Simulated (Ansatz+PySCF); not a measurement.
singlet F2: levels of theory in one basis

```yaml
atoms:
  - { symbol: F, position_ang: [0.0000, 0.0000, -1.3764] }
  - { symbol: F, position_ang: [0.0000, 0.0000, 1.3764] }
```

Basis set: STO-3G (spherical functions). Correlated methods keep 2 orbitals frozen. Charge 0, multiplicity 1.

Computed with Ansatz (development build ahead of 0.2.0); each method stands on the lowest determinant of its kind that the runs found. NEVPT2 correlates all electrons. Active spaces start from the frontier orbitals, and the lowest solution found is given.

```
                            method  E − E(RHF) (eV)  <S²> of the determinant
                               RHF             0.00                     0.00
                               UHF           -10.53                     1.00
                           RHF-MP2           -10.49                        –
                           UHF-MP2           -10.53                     1.00
                          RHF-CCSD           -10.53                        –
                       RHF-CCSD(T)           -10.53                        –
full CI (lowest root of this spin)           -10.54                        –
                      CASSCF(14,8)           -10.54                        –
                   SC-NEVPT2(14,8)           -10.54                        –
```

At such a shape the full CI root can have another spatial symmetry than the determinants, so the rows needn't describe one state.

(1) Is a single determinant a sound starting point here?

Answers

(1) It is doubtful. Unrestricted orbitals lower Hartree–Fock by 10.53 eV and <S²> is 1.00 where a pure state has 0.00, a sign of strong static correlation. The CASSCF(14,8) natural occupations are 2.00, 2.00, 2.00, 2.00, 1.51, 1.51, 1.49, 1.49.

Caution for RHF, RHF-MP2, RHF-CCSD, RHF-CCSD(T): an unrestricted determinant lies well below. Caution for UHF, UHF-MP2: the unrestricted determinant is a mixture of spin states; the determinant breaks the point group. Caution for RHF-MP2, UHF-MP2, RHF-CCSD: large amplitudes, a single reference is doubtful. Caution for RHF-CCSD(T): very large amplitudes, the method is breaking down; the program doubts this total.
